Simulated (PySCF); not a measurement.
# C₃H₃F₃: NMR shifts and spin-spin couplings in gas and solvents, part 2 of 2

PySCF 2.14.0. Atoms count from 0. Earlier steps stand in the parts before.

**9. J couplings: B3LYP/pcJ-2**

Job settings and geometry (Å):

```
{"job": {"kind": "j", "xc": "B3LYP", "basis": "pcJ-2", "full": true}, "charge": 0, "multiplicity": 1}
C      0.863199     0.646689     0.906166
C      0.516653    -0.288979     0.041367
C     -0.804239    -0.313743    -0.651440
F     -1.592801     0.708844    -0.311216
F     -0.649577    -0.274726    -1.984079
F     -1.471633    -1.444796    -0.373169
H      1.832706     0.627106     1.387881
H      0.192013     1.458298     1.159256
H      1.172082    -1.110259    -0.226116
```

With the program's defaults for keys left out, this is: B3LYP/pcJ-2 indirect spin-spin coupling, non-relativistic, gas phase.

Standard output:

```text
coarse grid: 8376 points
cycle   1  E = -415.6936593843  dE =  8.826e-01  |g| = 9.538e-01  |ddm| = 2.000e+00
cycle   2  E = -415.5033151434  dE =  1.903e-01  |g| = 1.512e+00  |ddm| = 8.519e-01
cycle   3  E = -415.8342987555  dE = -3.310e-01  |g| = 1.002e-01  |ddm| = 5.265e-01
cycle   4  E = -415.8356731520  dE = -1.374e-03  |g| = 6.596e-02  |ddm| = 8.623e-02
cycle   5  E = -415.8366516161  dE = -9.785e-04  |g| = 1.757e-02  |ddm| = 3.834e-02
cycle   6  E = -415.8367224667  dE = -7.085e-05  |g| = 2.734e-03  |ddm| = 9.496e-03
cycle   7  E = -415.8367239818  dE = -1.515e-06  |g| = 6.946e-04  |ddm| = 1.595e-03
final grid: 84552 points
cycle   8  E = -415.8337144227  dE = -1.430e-04  |g| = 6.920e-03  |ddm| = 4.419e-02
cycle   9  E = -415.8337077269  dE =  6.696e-06  |g| = 9.411e-03  |ddm| = 5.990e-03
cycle  10  E = -415.8337216719  dE = -1.394e-05  |g| = 8.372e-04  |ddm| = 3.760e-03
cycle  11  E = -415.8337217337  dE = -6.185e-08  |g| = 4.440e-04  |ddm| = 4.776e-04
cycle  12  E = -415.8337217743  dE = -4.055e-08  |g| = 9.354e-05  |ddm| = 2.280e-04
cycle  13  E = -415.8337217759  dE = -1.667e-09  |g| = 3.430e-05  |ddm| = 6.327e-05
cycle  14  E = -415.8337217762  dE = -2.648e-10  |g| = 7.756e-06  |ddm| = 1.930e-05
converged SCF energy = -415.8337217762

Indirect spin-spin couplings (Hz)
  i      j    bonds     total        FC       PSO       DSO        SD
  0 C    1 C    1     77.908    83.744   -10.259     0.177     4.246
  0 C    2 C    2      1.101     0.929     0.010     0.042     0.120
  0 C    3 F    3      5.705     5.957    -1.078     0.054     0.772
  0 C    4 F    3      6.100     7.004     2.376    -0.296    -2.983
  0 C    5 F    3      6.036     6.986     2.348    -0.294    -3.004
  0 C    6 H    1    169.904   168.759     0.256     0.548     0.342
  0 C    7 H    1    169.371   168.274     0.103     0.641     0.353
  0 C    8 H    2     -0.591     1.032    -1.165    -0.521     0.063
  1 C    2 C    1     77.830    78.336    -1.832     0.416     0.910
  1 C    3 F    2     32.413    34.283    -2.416    -0.009     0.555
  1 C    4 F    2     38.923    40.117    -2.912     0.045     1.674
  1 C    5 F    2     38.745    39.963    -2.924     0.046     1.659
  1 C    6 H    2      0.409     2.107    -1.331    -0.442     0.075
  1 C    7 H    2     -3.451    -1.616    -1.471    -0.400     0.035
  1 C    8 H    1    173.526   172.127     0.128     0.981     0.291
  2 C    3 F    1   -345.913  -319.129   -36.838     1.371     8.684
  2 C    4 F    1   -338.517  -314.973   -34.376     1.349     9.482
  2 C    5 F    1   -338.503  -315.036   -34.324     1.349     9.507
  2 C    6 H    3     15.549    15.517     0.316    -0.303     0.019
  2 C    7 H    3      8.413     8.479    -0.222     0.204    -0.048
  2 C    8 H    2      4.626     4.684    -0.297     0.217     0.023
  3 F    4 F    2     58.382    42.675   -31.513    -0.503    47.723
  3 F    5 F    2     58.588    42.686   -31.357    -0.503    47.762
  3 F    6 H    4      1.174     1.136     1.534    -1.387    -0.109
  3 F    7 H    4      1.661     2.022    -1.680     1.503    -0.184
  3 F    8 H    3     17.200    18.167     1.335    -2.241    -0.062
  4 F    5 F    2     94.011    58.529   -17.310    -0.512    53.303
  4 F    6 H    4      0.282    -0.677     1.807    -1.318     0.470
  4 F    7 H    4     -3.748    -3.289     1.735    -1.064    -1.129
  4 F    8 H    3      0.420    -0.147     0.569    -0.143     0.142
  5 F    6 H    4      0.225    -0.747     1.803    -1.316     0.484
  5 F    7 H    4     -3.793    -3.332     1.726    -1.052    -1.136
  5 F    8 H    3      0.401    -0.174     0.578    -0.153     0.149
  6 H    7 H    2      1.606     0.884     3.798    -3.459     0.383
  6 H    8 H    3     12.840    13.156     0.346    -0.602    -0.060
  7 H    8 H    3     19.054    19.180     2.762    -3.156     0.269
```

Wall time 93 s (1 thread of Arm Neoverse V1, shared host); peak memory 1.4 GiB.

Couplings of 1 Hz or more, nine at most for each number of bonds, with means over like pairs (isotopes 13C, 19F, 1H):

| pair | bonds | J (Hz) | Fermi contact (Hz) | dihedral (°) | measured size |
| --- | --- | --- | --- | --- | --- |
| C2–F3 | 1 | -341.0 | -316.4 | – | – |
| C1–H8 | 1 | 173.5 | 172.1 | – | – |
| C0–H6 | 1 | 169.9 | 168.8 | – | – |
| C0–H7 | 1 | 169.4 | 168.3 | – | – |
| C0–C1 | 1 | 77.9 | 83.7 | – | – |
| C1–C2 | 1 | 77.8 | 78.3 | – | – |
| F3–F4 | 2 | 70.3 | 48.0 | – | – |
| C1–F3 | 2 | 36.7 | 38.1 | – | – |
| C2–H8 | 2 | 4.6 | 4.7 | – | – |
| C1–H7 | 2 | -3.5 | -1.6 | – | – |
| H6–H7 | 2 | 1.6 | 0.9 | – | 0.2 |
| C0–C2 | 2 | 1.1 | 0.9 | – | – |
| H7–H8 | 3 | 19.1 | 19.2 | -180 | 17.5 |
| C2–H6 | 3 | 15.5 | 15.5 | 180 | – |
| H6–H8 | 3 | 12.8 | 13.2 | 0 | 11.1 |
| C2–H7 | 3 | 8.4 | 8.5 | 0 | – |
| F3–H8 | 3 | 6.0 | 5.9 | – | – |
| C0–F3 | 3 | 5.9 | 6.6 | – | – |
| F3–H7 | 4 | -2.0 | -1.5 | – | – |

Measured values: solution (compiled); Pretsch, Buehlmann, Badertscher, Structure Determination of Organic Compounds, 4th ed., Springer 2009.

Shifts (PBE0/pcSseg-2, unscaled) and these couplings together give the proton spectrum at 500 MHz below.

1H NMR δ 6.29 (m, 1H), 6.29 (m, 1H), 5.92 (m, 1H).

**10. Spin-spin couplings: PBE0/pcJ-2**

The job, as its differences from that of step 9:

```diff
@@ -1,2 +1,2 @@
-{"job": {"kind": "j", "xc": "B3LYP", "basis": "pcJ-2", "full": true}, "charge": 0, "multiplicity": 1}
+{"job": {"kind": "j", "xc": "PBE0", "basis": "pcJ-2", "full": true}, "charge": 0, "multiplicity": 1}
 C      0.863199     0.646689     0.906166
```

Method: PBE0/pcJ-2 indirect spin-spin coupling, non-relativistic, gas phase.

Standard output:

```text
coarse grid: 8376 points
cycle   1  E = -415.2786312987  dE =  9.012e-01  |g| = 8.955e-01  |ddm| = 1.995e+00
cycle   2  E = -415.1470384255  dE =  1.316e-01  |g| = 1.329e+00  |ddm| = 7.662e-01
cycle   3  E = -415.4052653799  dE = -2.582e-01  |g| = 8.572e-02  |ddm| = 4.622e-01
cycle   4  E = -415.4062248821  dE = -9.595e-04  |g| = 5.723e-02  |ddm| = 7.373e-02
cycle   5  E = -415.4069705680  dE = -7.457e-04  |g| = 1.351e-02  |ddm| = 3.277e-02
cycle   6  E = -415.4070114408  dE = -4.087e-05  |g| = 2.354e-03  |ddm| = 7.489e-03
cycle   7  E = -415.4070125692  dE = -1.128e-06  |g| = 5.610e-04  |ddm| = 1.380e-03
final grid: 84552 points
cycle   8  E = -415.4057059284  dE = -1.581e-04  |g| = 6.970e-03  |ddm| = 4.072e-02
cycle   9  E = -415.4057019207  dE =  4.008e-06  |g| = 8.494e-03  |ddm| = 6.513e-03
cycle  10  E = -415.4057145697  dE = -1.265e-05  |g| = 1.027e-03  |ddm| = 3.651e-03
cycle  11  E = -415.4057146759  dE = -1.062e-07  |g| = 4.553e-04  |ddm| = 5.571e-04
cycle  12  E = -415.4057147150  dE = -3.906e-08  |g| = 1.167e-04  |ddm| = 2.332e-04
cycle  13  E = -415.4057147179  dE = -2.907e-09  |g| = 3.489e-05  |ddm| = 7.798e-05
cycle  14  E = -415.4057147181  dE = -2.661e-10  |g| = 8.296e-06  |ddm| = 1.994e-05
converged SCF energy = -415.4057147181

Indirect spin-spin couplings (Hz)
  i      j    bonds     total        FC       PSO       DSO        SD
  0 C    1 C    1     75.490    80.474   -10.007     0.180     4.843
  0 C    2 C    2      0.221     0.044     0.003     0.042     0.132
  0 C    3 F    3      4.913     5.101    -1.070     0.053     0.828
  0 C    4 F    3      6.392     7.522     2.332    -0.296    -3.165
  0 C    5 F    3      6.334     7.509     2.305    -0.294    -3.186
  0 C    6 H    1    160.204   159.209     0.163     0.559     0.272
  0 C    7 H    1    159.400   158.443     0.019     0.653     0.284
  0 C    8 H    2     -2.164    -0.586    -1.170    -0.519     0.110
  1 C    2 C    1     75.159    75.628    -1.756     0.418     0.870
  1 C    3 F    2     31.881    33.705    -2.332    -0.009     0.518
  1 C    4 F    2     37.511    38.464    -2.810     0.045     1.812
  1 C    5 F    2     37.302    38.279    -2.822     0.046     1.798
  1 C    6 H    2     -1.230     0.417    -1.333    -0.440     0.126
  1 C    7 H    2     -4.958    -3.186    -1.464    -0.397     0.088
  1 C    8 H    1    163.606   162.354     0.041     0.992     0.218
  2 C    3 F    1   -335.582  -309.880   -35.445     1.373     8.370
  2 C    4 F    1   -327.945  -305.436   -33.046     1.352     9.186
  2 C    5 F    1   -327.934  -305.502   -32.995     1.352     9.211
  2 C    6 H    3     15.679    15.656     0.313    -0.302     0.013
  2 C    7 H    3      8.659     8.720    -0.221     0.204    -0.043
  2 C    8 H    2      3.301     3.348    -0.295     0.220     0.028
  3 F    4 F    2     69.299    46.944   -27.220    -0.505    50.079
  3 F    5 F    2     69.468    46.917   -27.064    -0.504    50.119
  3 F    6 H    4      0.617     0.605     1.529    -1.386    -0.131
  3 F    7 H    4      0.921     1.214    -1.667     1.503    -0.130
  3 F    8 H    3     17.043    18.072     1.331    -2.239    -0.120
  4 F    5 F    2    103.230    60.764   -12.605    -0.514    55.585
  4 F    7 H    4     -4.399    -3.833     1.736    -1.065    -1.237
  4 F    8 H    3      0.632    -0.012     0.572    -0.143     0.215
  5 F    6 H    4     -0.197    -1.186     1.800    -1.316     0.504
  5 F    7 H    4     -4.453    -3.883     1.728    -1.053    -1.245
  5 F    8 H    3      0.629    -0.024     0.582    -0.153     0.224
  6 H    7 H    2     -0.369    -1.113     3.776    -3.444     0.412
  6 H    8 H    3     12.711    13.040     0.341    -0.603    -0.067
  7 H    8 H    3     18.878    18.966     2.751    -3.150     0.311
```

Run time: 91 s. Hardware: 1 thread of Arm Neoverse V1, shared host; peak memory 1.4 GiB.

This run: J(C2,F3) -330.5 Hz, J(C1,H8) 163.6 Hz, J(C0,H6) 160.2 Hz (means over like pairs).

**11. Indirect couplings: B97-2/pcJ-2**

The job, as its differences from that of step 10:

```diff
@@ -1,2 +1,2 @@
-{"job": {"kind": "j", "xc": "PBE0", "basis": "pcJ-2", "full": true}, "charge": 0, "multiplicity": 1}
+{"job": {"kind": "j", "xc": "B97-2", "basis": "pcJ-2", "full": true}, "charge": 0, "multiplicity": 1}
 C      0.863199     0.646689     0.906166
```

With the program's defaults for keys left out, this is: B97-2/pcJ-2 indirect spin-spin coupling, non-relativistic, gas phase.

Standard output:

```text
coarse grid: 8376 points
cycle   1  E = -415.5633143999  dE =  8.883e-01  |g| = 9.450e-01  |ddm| = 2.001e+00
cycle   2  E = -415.4015515855  dE =  1.618e-01  |g| = 1.437e+00  |ddm| = 8.179e-01
cycle   3  E = -415.7010590825  dE = -2.995e-01  |g| = 9.345e-02  |ddm| = 5.035e-01
cycle   4  E = -415.7022830194  dE = -1.224e-03  |g| = 6.142e-02  |ddm| = 8.289e-02
cycle   5  E = -415.7031516644  dE = -8.686e-04  |g| = 1.542e-02  |ddm| = 3.604e-02
cycle   6  E = -415.7032070965  dE = -5.543e-05  |g| = 2.306e-03  |ddm| = 8.433e-03
cycle   7  E = -415.7032081197  dE = -1.023e-06  |g| = 7.281e-04  |ddm| = 1.443e-03
final grid: 84552 points
cycle   8  E = -415.6958296130  dE = -1.906e-04  |g| = 9.879e-03  |ddm| = 4.391e-02
cycle   9  E = -415.6958222059  dE =  7.407e-06  |g| = 1.184e-02  |ddm| = 7.549e-03
cycle  10  E = -415.6958397443  dE = -1.754e-05  |g| = 1.297e-03  |ddm| = 4.432e-03
cycle  11  E = -415.6958399673  dE = -2.230e-07  |g| = 5.764e-04  |ddm| = 8.553e-04
cycle  12  E = -415.6958400357  dE = -6.831e-08  |g| = 1.954e-04  |ddm| = 3.974e-04
cycle  13  E = -415.6958400449  dE = -9.275e-09  |g| = 1.920e-05  |ddm| = 1.015e-04
cycle  14  E = -415.6958400450  dE = -7.344e-11  |g| = 5.006e-06  |ddm| = 1.164e-05
converged SCF energy = -415.6958400450

Indirect spin-spin couplings (Hz)
  i      j    bonds     total        FC       PSO       DSO        SD
  0 C    1 C    1     74.088    79.846    -9.759     0.180     3.822
  0 C    2 C    2      0.319     0.162     0.000     0.042     0.115
  0 C    3 F    3      5.095     5.408    -1.018     0.054     0.652
  0 C    4 F    3      7.010     7.699     2.291    -0.296    -2.684
  0 C    5 F    3      6.967     7.694     2.265    -0.294    -2.698
  0 C    6 H    1    154.724   153.608     0.193     0.557     0.365
  0 C    7 H    1    154.300   153.233     0.045     0.651     0.371
  0 C    8 H    2     -1.359     0.282    -1.144    -0.519     0.022
  1 C    2 C    1     74.922    75.455    -1.740     0.418     0.789
  1 C    3 F    2     30.920    32.582    -2.246    -0.009     0.594
  1 C    4 F    2     36.164    37.286    -2.711     0.045     1.544
  1 C    5 F    2     36.032    37.180    -2.722     0.046     1.528
  1 C    6 H    2     -0.375     1.344    -1.305    -0.440     0.026
  1 C    7 H    2     -3.866    -2.030    -1.436    -0.397    -0.003
  1 C    8 H    1    157.250   155.885     0.057     0.990     0.319
  2 C    3 F    1   -336.283  -310.297   -35.183     1.373     7.824
  2 C    4 F    1   -329.420  -306.423   -32.895     1.351     8.546
  2 C    5 F    1   -329.399  -306.474   -32.846     1.352     8.569
  2 C    6 H    3     14.852    14.819     0.313    -0.302     0.022
  2 C    7 H    3      8.014     8.075    -0.223     0.204    -0.042
  2 C    8 H    2      3.320     3.377    -0.297     0.219     0.021
  3 F    4 F    2     47.870    25.648   -26.640    -0.505    49.367
  3 F    5 F    2     48.104    25.681   -26.483    -0.505    49.411
  3 F    6 H    4      1.180     1.163     1.515    -1.387    -0.111
  3 F    7 H    4      1.870     2.231    -1.674     1.504    -0.190
  3 F    8 H    3     15.991    16.894     1.355    -2.241    -0.017
  4 F    5 F    2     82.129    39.977   -12.230    -0.514    54.897
  4 F    6 H    4      0.351    -0.609     1.799    -1.318     0.480
  4 F    7 H    4     -3.538    -3.116     1.725    -1.065    -1.082
  4 F    8 H    3      0.192    -0.354     0.552    -0.144     0.138
  5 F    6 H    4      0.307    -0.665     1.796    -1.316     0.493
  5 F    7 H    4     -3.573    -3.148     1.716    -1.053    -1.088
  5 F    8 H    3      0.147    -0.407     0.562    -0.154     0.146
  6 H    7 H    2      0.621    -0.096     3.787    -3.451     0.381
  6 H    8 H    3     11.313    11.647     0.342    -0.604    -0.072
  7 H    8 H    3     16.891    16.997     2.758    -3.153     0.289
```

Run time: 90 s. Hardware: 1 thread of Arm Neoverse V1, shared host; peak memory 1.4 GiB.

This run: J(C2,F3) -331.7 Hz, J(C1,H8) 157.2 Hz, J(C0,H6) 154.7 Hz (means over like pairs).

**12. Run by run: NMR shifts**

Shifts (ppm), means over like atoms, with basis size and wall time (the measured row can stand on another reference than the computed rows):

| run | C1 | C2 | C0 | H8 | H7 | H6 | F3 | functions | time |
| --- | --- | --- | --- | --- | --- | --- | --- | --- | --- |
| PBE0/pcSseg-2 | 140.2 | 134.9 | 133.4 | 6.29 | 6.29 | 5.92 | -80.5 | 258 | 24 s |
| KT3/pcSseg-2 | 129.3 | 133.2 | 120.8 | 6.11 | 5.98 | 5.60 | -99.0 | 258 | 32 s |
| wB97X-D/pcSseg-2 | 141.4 | 135.1 | 134.7 | 6.28 | 6.31 | 5.95 | -73.3 | 258 | 28 s |
| B97-2/pcSseg-2 | 137.1 | 133.6 | 130.2 | 6.23 | 6.22 | 5.85 | -81.1 | 258 | 22 s |
| WP04/pcSseg-2 in chloroform | 136.8 | 141.6 | 135.9 | 6.14 | 6.19 | 5.97 | -76.9 | 258 | 22 s |
| wB97X-D/pcSseg-2 in chloroform | 140.9 | 136.5 | 138.0 | 6.44 | 6.46 | 6.23 | -72.9 | 258 | 29 s |
| measured | – | – | – | 5.90 | 5.85 | 5.56 | -66.9 | – | – |

Measured: solution, not stated per compound (mostly CDCl3 or CCl4); Pretsch, Buehlmann, Badertscher, Structure Determination of Organic Compounds, 4th ed. (2009); G. Saielli, R. Bini, A. Bagno, Computational 19F NMR. 2. Organic compounds, RSC Adv. 2014, ESI (exp. from Berger-Braun-Kalinowski 1994 and Everett 1995).

**13. Side by side: spin-spin couplings**

Couplings (Hz), each a mean over the pairs like the one named, with basis size and wall time:

| run | C2–F3 | C1–H8 | C0–H6 | C0–H7 | C0–C1 | C1–C2 | F3–F4 | functions | time |
| --- | --- | --- | --- | --- | --- | --- | --- | --- | --- |
| B3LYP/pcJ-2 | -341.0 | 173.5 | 169.9 | 169.4 | 77.9 | 77.8 | 70.3 | 378 | 93 s |
| PBE0/pcJ-2 | -330.5 | 163.6 | 160.2 | 159.4 | 75.5 | 75.2 | 80.7 | 378 | 91 s |
| B97-2/pcJ-2 | -331.7 | 157.2 | 154.7 | 154.3 | 74.1 | 74.9 | 59.4 | 378 | 90 s |

**14. Outcome**

This closing draws on all 2 parts.

| quantity | value |
| --- | --- |
| point group | Cs |
| rotational constants (main isotopes) | 5.46, 2.96, 2.89 GHz |
| 13C shifts against TMS (PBE0/pcSseg-2) | 140.2, 134.9, 133.4 ppm |
| 1H shifts against TMS (PBE0/pcSseg-2) | 6.29, 6.29, 5.92 ppm |
| 19F shifts against CFCl3 (PBE0/pcSseg-2, means over atoms taken as alike) | -80.5 ppm |
| measured, and computed on the same scale | H8 δ 5.90, 6.29; H6 δ 5.56, 5.92; H7 δ 5.85, 6.29; F3 δ -66.9, -80.5 ppm |
| largest coupling of the table (B3LYP/pcJ-2) | 1J(C,F) C2–F3, -341.0 Hz |
| range of the shift of C0 (wB97X-D/pcSseg-2 runs) | 134.7 to 138.0 ppm |
| range of J(C2,F3), mean over like pairs | -341.0 to -330.5 Hz |

**Reading.** Relaxing lowered the energy by 0.047 eV in 11 steps; the close pair that moved most is C0–H7, from 1.110 to 1.083 Å. The most deshielded carbon is C1 (alkene CH), at 140.2 ppm: an sp2 carbon of a C=C bond. The most deshielded hydrogen is H8 (hydrogen on an alkene CH), at 6.29 ppm: olefinic region. 3 measured 1H shifts can be compared: mean absolute error 0.40 ppm, mean signed error +0.40 ppm. Vibration, temperature and solvent are missing from the calculation, and it holds one conformer, so part of the miss against the measured shifts is not the functional's. In the run at B3LYP/pcJ-2, the largest coupling of the table is C2–F3 (mean over like pairs), -341.0 Hz, of which the Fermi-contact term gives -316.4 Hz. Density functionals describe couplings to fluorine poorly, F–F couplings above all, so those rows are rough. The 3 measured couplings differ from the computed sizes by 1.6 Hz on average; vibrational averaging and surroundings are not included. At one level, wB97X-D/pcSseg-2: In ppm, C0 moves most: its shift spreads over 3.3 ppm, from 134.7 (wB97X-D/pcSseg-2) to 138.0 (wB97X-D/pcSseg-2 in chloroform). The coupling C2–F3, as a mean over pairs of its kind, runs from -341.0 Hz (B3LYP/pcJ-2) to -330.5 Hz (PBE0/pcJ-2).
